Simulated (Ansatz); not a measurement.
# BN (triplet): a ladder of functionals and wavefunction methods

How much do the methods differ for BN (triplet)? The plan is to run it at one geometry with functionals of several rungs and with coupled cluster. The yardstick is the atomisation energy at the CCSD(T) limit.

The runs use Ansatz 0.2.0, Gaussian basis; functionals in def2-TZVPP, the program's frozen cores in correlated methods.

Levels to be run: LDA (SPW92), PBE-D4, revPBE-D4, BLYP-D4, r2SCAN-D4, B97M-V, PBE0-D4, B3LYP-D4, r2SCANh-D4, r2SCAN0-D4, HSE06-D4, BHLYP-D4, CAM-B3LYP-D4, LC-ωPBE, ωB97X-V, ωB97M-V, B2PLYP, PBE-QIDH; CCSD(T)/def2-SVP; CCSD(T)/def2-TZVPP; CCSD(T)/def2-QZVPP; extrapolation to the limit; RPA on PBE.

**1. The relaxed structure**

The geometry comes from an earlier relaxation with PBE0-D4 in a triple-zeta def2 set; it is a stationary point.

2 atoms, charge 0, spin multiplicity 3.

Atoms are counted from 1 here; the program's logs count them from 0.

Bond lengths: B1–N2 1.315 Å.

**2. LDA**

This LDA is Slater exchange with PW92 correlation.

File in.yaml:

```yaml
crystal:
  periodic: [false, false, false]
  atoms:
    - {symbol: B, position_ang: [0.000000, -0.000000, -0.023523]}
    - {symbol: N, position_ang: [-0.000000, 0.000000, 1.291953]}
basis:
  gaussian: {orbitals: def2-TZVPP}
magnetization: {spin_polarized: true, initial_magnetization: 2}
hamiltonian: {xc: lda}
output: {orbitals: {seedname: orbitals}}
```

Command:

```console
> ansatz run in.yaml --threads 2 --pin off --events-out ev --progress --plain --max-ram 20480MiB --backend cpu
```

The runs that follow: PBE-D4 (GGA); revPBE-D4 (GGA); BLYP-D4 (GGA); r2SCAN-D4 (meta-GGA); B97M-V (meta-GGA); PBE0-D4 (hybrid); B3LYP-D4 (hybrid); r2SCANh-D4 (hybrid); r2SCAN0-D4 (hybrid); HSE06-D4 (hybrid); BHLYP-D4 (hybrid); CAM-B3LYP-D4 (range-separated); LC-ωPBE (range-separated); ωB97X-V (range-separated); ωB97M-V (range-separated); B2PLYP (double hybrid); PBE-QIDH (double hybrid); CCSD(T) in def2-SVP; CCSD(T) in def2-TZVPP; CCSD(T) in def2-QZVPP; RPA on PBE orbitals.

**Question.** What will the summary of the whole plan be? Wanted: atomisation energy, CCSD(T)/CBS; farthest beyond LDA; mean size of error, GGA; mean size of error, meta-GGA; mean size of error, hybrid; mean size of error, range-separated; mean size of error, double hybrid; gap, smallest and largest; T1 diagnostic.

The runs gave:

| quantity | value |
| --- | --- |
| atomisation energy, CCSD(T)/CBS | 4.488 eV |
| functionals within 0.022 eV (0.5 %) | r2SCAN0-D4, PBE-QIDH |
| farthest beyond LDA | PBE-D4 (+0.821 eV) |
| mean size of error, GGA | 0.681 eV |
| mean size of error, meta-GGA | 0.373 eV |
| mean size of error, hybrid | 0.255 eV |
| mean size of error, range-separated | 0.209 eV |
| mean size of error, double hybrid | 0.103 eV |
| gap, smallest and largest | 0.16 eV (LDA (SPW92)), 9.27 eV (LC-ωPBE) |
| T1 diagnostic | 0.0421 |
| triples share of the correlation energy | 5.0 % |

LDA overbinds by 1.429 eV (32 %). PBE-D4 misses by +0.821 eV. Double hybrids carry the basis error of their MP2 part in triple zeta, and no dispersion term here, so their miss is partly the set-up's. Taken by rung, double hybrid functionals do best (0.103 eV on average) and GGA ones worst beyond LDA (0.681 eV). RPA and LDA stand outside this count. Misses under about 0.022 eV are within the doubt on the reference itself, which lacks core-valence correlation, relativity and higher excitations. Hartree-Fock recovers 50 % of the binding; the rest is correlation. CCSD(T) in def2-SVP is off by -0.402 eV, which most functionals beat. The gap grows from 0.2 to 9.3 eV across the functionals, mostly with the share of exact exchange.
